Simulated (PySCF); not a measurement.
# Working out the ionisation energy of Al

Al [Ne] 3s2 3p1 (2P) → Al⁺ [Ne] 3s2 (1S). Computed with PySCF 2.14 in aug-cc-pV(T+d)Z with one added diffuse shell each of s, p, d, f type (7s6p5d3f, 71 functions), with the non-relativistic Hamiltonian (point nucleus). Frozen: [Ne]. Energies in hartree (1 hartree = 27.21139 eV):

| part | Al (lower) | Al⁺ (upper) |
| --- | --- | --- |
| UHF | -241.879220 | -241.673469 |
| CCSD correlation | -0.051231 | -0.039569 |
| (T) | -0.001187 | 0.000000 |

Problem. What does Hartree-Fock give?

Solution. (-241.673469) − (-241.879220) = 0.205751 hartree = 5.599 eV.

Problem. What do CCSD and CCSD(T) give?

Solution. The CCSD correlation energies differ by 0.011662 hartree = 0.317 eV and the triples by 0.001187 hartree = 0.032 eV, so CCSD gives 5.916 eV and CCSD(T) 5.948 eV.

Measured between the centres of the two terms (NIST): 5.977 eV, so CCSD(T) (valence) is off by -0.029 eV.

What remains against the reference includes basis incompleteness, the frozen core and higher excitations.
